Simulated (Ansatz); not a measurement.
## One structure, 3 elements: Si3N, Si3P, Si3Sb

Plane-wave DFT in Ansatz with scalar-relativistic PAW potentials, cutoff 420 eV, Γ-centred meshes chosen by cell and gap, Gaussian smearing with energies taken to zero width. Every cell was relaxed (cell and atoms) in a run of its own, within the symmetry of its start. Functional: PBE.

All members share space group Pm-3m and the same sites; only the element on one set of sites changes (N, P, Sb). Members needn't be the stable form of their composition. Energies over the elements, where given, are against the elements' standard states in the same functional (H₂, N₂, O₂ and halogens uncorrected, Hg as a solid). The first member:

Space group Pm-3m (No. 221). a = 3.697 Å, b = 3.697 Å, c = 3.697 Å, α = 90.00°, β = 90.00°, γ = 90.00°
```
atom site symmetry x y z
  Si    3c    4/mm.m  0.0000  0.5000  0.5000
   N    1a m-3m  0.0000  0.0000  0.0000
```

| compound | V (Å³/atom) | a (Å) | energy over elements (eV/atom) |
| --- | --- | --- | --- |
| Si3N | 12.63 | 3.697 | 1.186 |
| Si3Sb | 18.64 | 4.209 | 0.680 |

Problem. Predict the member with P.

Solution. V (Å³/atom) 14.67, a (Å) 3.886, energy over elements (eV/atom) 0.585. Interpolating linearly in period between N and Sb would give 14.63 Å³/atom (0.3 % too small), with 1.018 eV/atom over the elements. Over the whole series the volume grows at each step down the group; all are metallic on the mesh; none is bound against its elements in this structure, and P comes closest.

Spin-orbit coupling is left out, which matters for the bands of heavy elements. Spin polarisation was left out, and a magnetic state may lie lower.